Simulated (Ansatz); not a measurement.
**Which level was it?**

SiCl has 2 atoms, charge 0, and is taken as a doublet. SMILES: `[Si]Cl`. The coordinates come from a PBE0-D4/def2-TZVP relaxation.

```xyz
2

Si    0.8818   -0.2937    0.4521
Cl   -0.8818    0.2937   -0.4521
```

A calculation with Ansatz 0.2.0 gave:

```yaml
total_energy: -744.6926 Eh
HOMO_energy: -8.14 eV
LUMO_energy: -0.32 eV
⟨S²⟩: 0.755
```

Which of these levels gave the numbers?
A. HF/3-21G
B. HF/aug-cc-pVTZ
C. revPBE/aug-cc-pVTZ
D. PBE/aug-cc-pVTZ

A. The others give -749.5534 Eh (revPBE/aug-cc-pVTZ), -748.4541 Eh (HF/aug-cc-pVTZ), -749.3604 Eh (PBE/aug-cc-pVTZ).
